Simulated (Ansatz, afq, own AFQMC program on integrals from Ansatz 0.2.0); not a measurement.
**SbH⁺, quartet in def2-TZVP, levels against CCSDT(Q)**

```yaml
atoms:
  - { symbol: Sb, position_ang: [0.0000, 0.0000, 0.0000] }
  - { symbol: H, position_ang: [0.0000, 0.0000, 2.6140] }
```

Basis def2-TZVP with its core potentials. Noble-gas cores (and the filled d shells of Ga–Kr and In–Xe) are frozen. Ansatz 0.2.0 and our own AFQMC program on the same integrals; the CISD trial comes from CCSD amplitudes, and released means the phaseless constraint is let go. ± is one standard error of the sampling. No spin–orbit coupling.

Determinant: UHF, the one that the program's search chose, which needn't be the lowest solution. The geometry is a point of a scan.

No full CI on the walks' own integrals is used here; CCSDT(Q) serves as the reference and is uncertain by about the last step of the cluster series.

Cautions: no spin-orbit coupling; inner d shell frozen; lower spins were not checked.

```
T1 diagnostic                               : 0.0141
weight of the determinant in the CISD state : 0.949
⟨S²⟩ of the determinant                     : 3.759
size of the correlated space                : 5 electrons in 47 orbitals
```

```
  level  correlation energy (eV)
    MP2                  -1.3164
   CCSD                  -1.6901
CCSD(T)                  -1.7341
```

**Question.** Estimate where AFQMC with the constraint released lies against CCSD(T) on the same integrals.

**Answer.** 0.37 ± 0.06 kcal/mol below CCSD(T).

Reference: CCSDT(Q), correlation energy -1.747 eV. The released energy is read at 2.40 1/Eh (meV from the phaseless value at times in 1/Eh: 1.6 ± 2.4 at 0.24, 1.8 ± 2.5 at 0.51, -3.3 ± 2.5 at 0.99, 3.0 ± 2.1 at 1.62, -1.0 ± 2.4 at 2.40).

| level | E − E(reference) (kcal/mol) | share of correlation (%) |
| --- | --- | --- |
| CCSD(T) | 0.31 | 99.24 |
| CCSDT | 0.02 | 99.94 |
| ph-AFQMC/CISD | -0.04 ± 0.05 | 100.10 |
| released AFQMC | -0.07 ± 0.06 | 100.16 |

A walk keeps the symmetry of its determinant, which the program's search chose and which needn't be the lowest solution, so a lower state of the same spin and another symmetry isn't excluded. Released energies are given only where the last usable release times agree within the noise; a slower fall can still hide under it.
